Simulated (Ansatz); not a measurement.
Geometry optimisation, RKS PBE0-D4/def2-TZVP (Ansatz 0.2.0).

input.yaml

```yaml
crystal:
  periodic: [false, false, false]
  atoms:
    - { symbol: B, position_ang: [0.0, 0.0, 0.0] }
    - { symbol: O, position_ang: [0.0, 0.0, 1.41] }
    - { symbol: H, position_ang: [-0.9095, -0.2814, 1.7471] }
    - { symbol: H, position_ang: [1.0305, 0.0, -0.595] }
    - { symbol: Cl, position_ang: [-1.6108, 0.0, -0.93] }
basis:
  gaussian: { orbitals: def2-TZVP }
hamiltonian:
  xc: pbe0
  dispersion: d4
relax:
  f_tol: 0.02
  max_steps: 40
output:
  orbitals: {}
```

Run as:

```bash
$ ansatz run input.yaml --threads 2 --pin off --max-ram 3072MiB --backend cpu --events-out ev --progress --plain --runs-dir out
```

Question: Where does it end, and by what steps?

Answer: The run converged. After 7 steps the energy has fallen by 0.291 eV; O2 moved furthest, 0.13 Å.

| step | energy less start (eV) | largest force component (eV/Å) | accepted |
| --- | --- | --- | --- |
| 0 | 0.0000 | 2.127 | yes |
| 1 | -0.0648 | 3.061 | yes |
| 2 | -0.2246 | 1.990 | yes |
| 3 | -0.2654 | 0.766 | yes |
| 4 | -0.2850 | 0.274 | yes |
| 5 | -0.2908 | 0.063 | yes |
| 6 | -0.2914 | 0.038 | yes |
| 7 | -0.2914 | 0.001 | yes |

```xyz
5
Properties=species:S:1:pos:R:3
B -0.028 -0.025 0.013
O -0.020 -0.112 1.349
H -0.897 -0.174 1.742
H 0.999 0.057 -0.580
Cl -1.545 -0.029 -0.891
```

Run time: 21 s on 2 threads of Arm Neoverse N1 (shared host), peak memory 0.17 GiB.
